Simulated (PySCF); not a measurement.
# Telling isomers of C$_{3}$H$_{7}$N apart by NMR

Rapidly exchanging positions averaged, no solvent model, relativity neglected, single conformer. Geometry: PBE0-D3(BJ)/def2-SVP; NMR shieldings at PBE0/pcSseg-1/GIAO; B3LYP/pcJ-1 coupling constants (spin–dipole term left out of most H,H and C,H couplings); PySCF.

Scale: ¹H (σ = 31.27 ppm), ¹³C (σ = 184.41 ppm) against TMS (reference shieldings calculated alike). Multiplet labels drop J under 1 Hz and among equivalent protons, and merge close values. Unscaled 3J(H,H) run several per cent high. Shifts are as computed. Against solution values, carbons near 30 ppm lie about +2 ppm off and those near 130 ppm about +5 ppm. Of 1211 compounds with measured shifts, 218 miss one by over three times the rms of a fit or turn the order of signals round; such compounds aren't used in these exercises. OH and NH positions are gas-phase values without hydrogen bonding to other molecules.

(1) Tabulate the signals of `CN1CC1`, `CC(C)=N` and their relative energies.

(2) What is the quickest way to tell CN1CC1 from CC(C)=N?

## Answers

(1) 
| SMILES | carbon types | δC | δH | E rel. (kcal/mol) |
| --- | --- | --- | --- | --- |
| CN1CC1 | 2×CH2 1×CH3 | 48.3, 27.8 | 2.10 (s, 3H), 1.05 (s, 4H) | 25.8 |
| CC(C)=N | 1×C 2×CH3 | 180.1, 31.8, 27.8 | 9.42 (br s, 1H), 1.93 (s, 3H), 1.83 (s, 3H) | 0.0 |

Energies are electronic energies at PBE0/pcSseg-1 on these geometries, without zero-point or thermal terms, each for the one conformer computed, which needn't be the lowest.

(2) Count the carbon signals: 2 against 3. The first has an aziridine ring carbon (CH2) at 27.8 ppm, the second a C=N carbon (C) at 180.1 ppm. Their most deshielded carbons lie at 48.3 and 180.1 ppm.
